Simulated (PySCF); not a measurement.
`FC(F)=C(F)Cl`. The calculation used PBE0-D3(BJ)/def2-TZVP geometry optimisation, gas phase in PySCF.

```
atom  x, y, z in Å
F1     0.4164   -1.4140    1.0502
C2     0.2119   -0.1941    0.6232
F3     0.4451    0.7046    1.5427
C4    -0.1880    0.0901   -0.6068
F5    -0.4035   -0.8805   -1.4813
Cl6   -0.4564    1.6631   -1.1723
```

Q: Give the dihedral angles F1–C2–C4–F5, F1–C2–C4–Cl6, F3–C2–C4–F5.

A: F1–C2–C4–F5 0° (synperiplanar); F1–C2–C4–Cl6 180° (antiperiplanar); F3–C2–C4–F5 180° (antiperiplanar). Dihedral signs follow IUPAC: positive where, seen along the central bond, the front bond turns clockwise onto the rear one.

Q: What is the longest distance between nuclei?

A: F1···Cl6, 3.89 Å; the next longest distance is 3.52 Å.

Q: Work out the bond lengths F1–C2, C2–F3, C2=C4, C4–F5, C4–Cl6 in Å.

A: For F1–C2 the difference vector is (-0.2045, 1.2199, -0.4270) Å, of length 1.3086 Å. F1–C2 1.309; C2–F3 1.307; C2=C4 1.324; C4–F5 1.324; C4–Cl6 1.693 Å.

Q: What are the angles F1–C2–F3, F1–C2–C4, F3–C2–C4, F5–C4–Cl6, C2–C4–F5, C2–C4–Cl6?

A: From the scalar product of the two bond vectors; for F1–C2–F3 it is -0.6560 Å² over 1.3086 × 1.3067 Å², cos θ = -0.3837. F1–C2–F3 112.6°; F1–C2–C4 123.4°; F3–C2–C4 124.0°; F5–C4–Cl6 115.8°; C2–C4–F5 120.3°; C2–C4–Cl6 123.9°.

Q: Write the matrix of distances between heavy atoms (Å, lower triangle).

A: 
```
F1    0.000
C2    1.309  0.000
F3    2.175  1.307  0.000
C4    2.318  1.324  2.324  0.000
F5    2.714  2.298  3.518  1.324  0.000
Cl6   3.895  2.668  3.017  1.693  2.563  0.000
```

PBE0-D3(BJ)/def2-TZVP frequencies: not computed here.
